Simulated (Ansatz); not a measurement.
1T (CdI2-type) TiSe2, treated with PBEsol (plane waves, PAW; Ansatz, a first-principles code).

Rigid layers of the crystal as relaxed at this level are moved apart or together:

| run | k mesh | layer repeat (Å) | energy against free layers (meV/Å²) | gap on the mesh (eV) |
|---|---|---|---|---|
| 1 | 12×12×6 | 5.71 | -6.94 | 0.000 |
| 2 | 12×12×6 | 5.86 | -8.55 | 0.000 |
| 3 | 12×12×6 | 6.01 | -8.60 | 0.000 |
| 4 | 12×12×6 | 6.21 | -7.62 | 0.000 |
| 5 | 12×12×6 | 6.51 | -5.63 | 0.000 |
| 6 | 12×12×6 | 7.01 | -2.65 | 0.000 |
| 7 | 12×12×4 | 8.01 | -0.46 | 0.000 |
| 8 | 12×12×4 | 10.01 | -0.02 | 0.000 |

The lowest energy of these points lies at a layer repeat of 6.01 Å.

Spin–orbit coupling is not included.

Note: the cell comes from a level without a dispersion term, which matters for the spacing of layers, chains or molecules.
